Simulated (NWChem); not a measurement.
The numbers come from NWChem runs, not from measurements. System: F (-1), charge -1, spin multiplicity 1. Level: CCSD(T)/def2-TZVPD, 1 core orbitals frozen.

Input file:

```
start mol
memory heap 100 mb stack 700 mb global 1900 mb
charge -1
geometry units angstroms nocenter noautoz
  F      0.000000     0.000000     0.000000
  symmetry group D2h
end
basis spherical
  * library def2-tzvpd
end
scf
  rhf
  nopen 0
  maxiter 100
  thresh 1e-7
  semidirect memsize 60000000 filesize 0
end
tce
  freeze core 1
  ccsd(t)
  2eorb
  2emet 13
  thresh 1e-6
  maxiter 100
  tilesize 24
end
task tce energy
```

Output (cleaned and shortened):

```
             Northwest Computational Chemistry Package (NWChem) 7.3.0
             --------------------------------------------------------

                                NWChem Input Module
                                -------------------

 Scaling coordinates for geometry "geometry" by  1.889725989
 (inverse scale =  0.529177249)

                             Geometry "geometry" -> ""
                             -------------------------

 Output coordinates in angstroms (scale by  1.889725989 to convert to a.u.)

  No.       Tag          Charge          X              Y              Z
 ---- ---------------- ---------- -------------- -------------- --------------
    1 F                    9.0000     0.00000000     0.00000000     0.00000000

 Effective nuclear repulsion energy (a.u.)       0.0000000000

            Nuclear Dipole moment (a.u.)
            ----------------------------
        X                 Y               Z
 ---------------- ---------------- ----------------
     0.0000000000     0.0000000000     0.0000000000

      Symmetry information
      --------------------

 Group name             D2h
 Group number             26
 Group order               8
 No. of unique centers     1

      Symmetry unique atoms

     1


 Summary of "ao basis" -> "" (spherical)
 ------------------------------------------------------------------------------
       Tag                 Description            Shells   Functions and Types
 ---------------- ------------------------------  ------  ---------------------
 *                         def2-tzvpd                 on all atoms

 Summary of "ao basis" -> "ao basis" (spherical)
 ------------------------------------------------------------------------------
       Tag                 Description            Shells   Functions and Types
 ---------------- ------------------------------  ------  ---------------------
 F                         def2-tzvpd               14       40   6s4p3d1f

                                 NWChem SCF Module
                                 -----------------

  ao basis        = "ao basis"
  functions       =    40
  atoms           =     1
  closed shells   =     5
  open shells     =     0
  charge          =  -1.00
  wavefunction    = RHF
  use symmetry    = T
  symmetry adapt  = T

 Summary of "ao basis" -> "ao basis" (spherical)
 ------------------------------------------------------------------------------
       Tag                 Description            Shells   Functions and Types
 ---------------- ------------------------------  ------  ---------------------
 F                         def2-tzvpd               14       40   6s4p3d1f

      Symmetry analysis of basis
      --------------------------

        ag         12
        au          1
        b1g         3
        b1u         6
        b2g         3
        b2u         6
        b3g         3
        b3u         6

 Forming initial guess at       0.0s

      Superposition of Atomic Density Guess
      -------------------------------------

 Sum of atomic energies:         -99.41825972

 Renormalizing density from       9.00 to     10

      Non-variational initial energy
      ------------------------------

 Total energy =    -105.102980
 1-e energy   =    -154.736793
 2-e energy   =      49.633814
 HOMO         =       0.167764
 LUMO         =       0.402061

      Symmetry analysis of molecular orbitals - initial
      -------------------------------------------------

 !! scf_movecs_sym_adapt:   34 vectors were symmetry contaminated
[...]
   Bfn.  Coefficient  Atom+Function         Bfn.  Coefficient  Atom+Function
  ----- ------------  ---------------      ----- ------------  ---------------
    18      1.203033  1 F  pz                15     -0.482240  1 F  pz

 Vector    8  Occ=0.000000D+00  E= 3.760302D-01  Symmetry=b3u
              MO Center= -3.7D-21,  2.0D-44,  5.3D-45, r^2= 7.1D+00
   Bfn.  Coefficient  Atom+Function         Bfn.  Coefficient  Atom+Function
  ----- ------------  ---------------      ----- ------------  ---------------
    16      1.203033  1 F  px                13     -0.482240  1 F  px

 center of mass
 --------------
 x =   0.00000000 y =   0.00000000 z =   0.00000000

 moments of inertia (a.u.)
 ------------------
           0.000000000000           0.000000000000           0.000000000000
           0.000000000000           0.000000000000           0.000000000000
           0.000000000000           0.000000000000           0.000000000000

  Mulliken analysis of the total density
  --------------------------------------

    Atom       Charge   Shell Charges
 -----------   ------   -------------------------------------------------------
    1 F    9    10.00   0.77  1.20  0.60  0.97  0.43  0.03  2.22  2.21  1.35  0.22 -0.00  0.00  0.00 -0.00

       Multipole analysis of the density wrt the origin
       ------------------------------------------------

     L   x y z        total         open         nuclear
     -   - - -        -----         ----         -------
     0   0 0 0     -1.000000      0.000000      9.000000

     1   1 0 0     -0.000000      0.000000      0.000000
     1   0 1 0      0.000000      0.000000      0.000000
     1   0 0 1      0.000000      0.000000      0.000000

     2   2 0 0     -5.346552      0.000000      0.000000
     2   1 1 0      0.000000      0.000000      0.000000
     2   1 0 1     -0.000000      0.000000      0.000000
     2   0 2 0     -5.346552      0.000000      0.000000
     2   0 1 1      0.000000      0.000000      0.000000
     2   0 0 2     -5.346552      0.000000      0.000000

                   NWChem Extensible Many-Electron Theory Module
                   ---------------------------------------------


            General Information
            -------------------
      Number of processors :     1
         Wavefunction type : Restricted Hartree-Fock
          No. of electrons :    10
           Alpha electrons :     5
            Beta electrons :     5
           No. of orbitals :    80
            Alpha orbitals :    40
             Beta orbitals :    40
        Alpha frozen cores :     1
         Beta frozen cores :     1
     Alpha frozen virtuals :     0
      Beta frozen virtuals :     0
         Spin multiplicity : singlet
    Number of AO functions :    40
       Number of AO shells :    14
        Use of symmetry is : on
      Symmetry adaption is : on
         Schwarz screening : 0.10D-09

          Correlation Information
          -----------------------
          Calculation type : Coupled-cluster singles & doubles w/ perturbation
   Perturbative correction : (T)
            Max iterations :      100
        Residual threshold : 0.10D-05
     T(0) DIIS level shift : 0.00D+00
     L(0) DIIS level shift : 0.00D+00
     T(1) DIIS level shift : 0.00D+00
     L(1) DIIS level shift : 0.00D+00
     T(R) DIIS level shift : 0.00D+00
     T(I) DIIS level shift : 0.00D+00
   CC-T/L Amplitude update :  5-th order DIIS
                I/O scheme : Global Array Library
        L-threshold :  0.10D-05
        EOM-threshold :  0.10D-05
 no EOMCCSD initial starts read in
 TCE RESTART OPTIONS
 SLICE:      F
 D4D5:       F
 quantumc:   F
 qrotation:  F
 pwtce:      F
 qducc:      F
 nacto:                         0
 nrotv:                         0
 nrot:                          0

            Memory Information
            ------------------
          Available GA space size is     249035200 doubles
          Available MA space size is     104855364 doubles

 Maximum block size supplied by input
 Maximum block size        24 doubles

 tile_dim =     10

 -------------------------------------------------

 Global array virtual files algorithm will be used

 Parallel file system coherency ......... OK

 4-electron integrals stored in orbital form

 v2    file size   =            69889
 4-index algorithm nr.  13 is used
 imaxsize =       30
 imaxsize ichop =        0


CCSD iterations
 ---------------------------------------------------------
 Iter          Residuum       Correlation     Cpu    Wall
 ---------------------------------------------------------
    1   0.1446401428838  -0.2866316070892     0.2     0.2
    2   0.0317408982952  -0.2762949313245     0.2     0.2
    3   0.0109194097376  -0.2817840687611     0.2     0.2
    4   0.0069892310870  -0.2808485846002     0.2     0.2
    5   0.0035706659291  -0.2817110535623     0.2     0.2
    6   0.0005649325721  -0.2815268574277     0.2     0.2
    7   0.0002684860828  -0.2815317334751     0.2     0.2
    8   0.0000806259291  -0.2815428715747     0.2     0.2
    9   0.0000879949763  -0.2815377927169     0.2     0.2
   10   0.0000260606620  -0.2815445533864     0.2     0.2
   11   0.0000069602193  -0.2815438090707     0.2     0.2
   12   0.0000041354007  -0.2815436038095     0.2     0.2
   13   0.0000011043369  -0.2815438451468     0.2     0.2
   14   0.0000013594455  -0.2815437344467     0.2     0.2
   15   0.0000003556638  -0.2815438323105     0.2     0.2
 -----------------------------------------------------------------
 Iterations converged
 CCSD correlation energy / hartree =        -0.281543832310452
 CCSD total energy / hartree       =       -99.737368837893953

 Singles contributions

 Doubles contributions
 CCSD(T)
 Using plain CCSD(T) code
             total no. of tasks         1740
 total no. of tasks / no. procs         1740
                         wl_min            1           1.0
                         wl_max         1000           3.2
        thresh for no. of tasks         1740

 CCSD[T]  correction energy / hartree =        -0.011083757072086
 CCSD[T] correlation energy / hartree =        -0.292627589382538
 CCSD[T] total energy / hartree       =       -99.748452594966039
 CCSD(T)  correction energy / hartree =        -0.009508361236585
 CCSD(T) correlation energy / hartree =        -0.291052193547037
 CCSD(T) total energy / hartree       =       -99.746877199130537

 Task  times  cpu:        3.5s     wall:        3.5s

 Total times  cpu:        3.5s     wall:        3.5s
```
